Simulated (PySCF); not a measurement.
Coordinates in bohr (charge 0 multiplicity 3):
```
Si    1.2410   -2.1495    0.0000
Si   -2.4820    0.0000    0.0000
Si    1.2410    2.1495    0.0000
```

Level of theory: PySCF, UPBE0, basis Si def2-TZVP (no relativity, density fitting).

This geometry of Si3 is a stationary point at this level.

Problem. What is the point group?

Solution. D3h.

Problem. Is it a minimum?

Solution. Yes: all harmonic wavenumbers are real.

Problem. List the harmonic modes with their infrared intensities.

Solution. 
```tsv
symmetry	ω (cm⁻¹)	IR (km/mol, summed over degenerate members)
e'	312	0.3
a1'	514	0.0
```

In D3h the vibrations span e' + a1'. The a1' mode carries no infrared intensity, as symmetry demands.

Other isomers or separated fragments may lie lower.
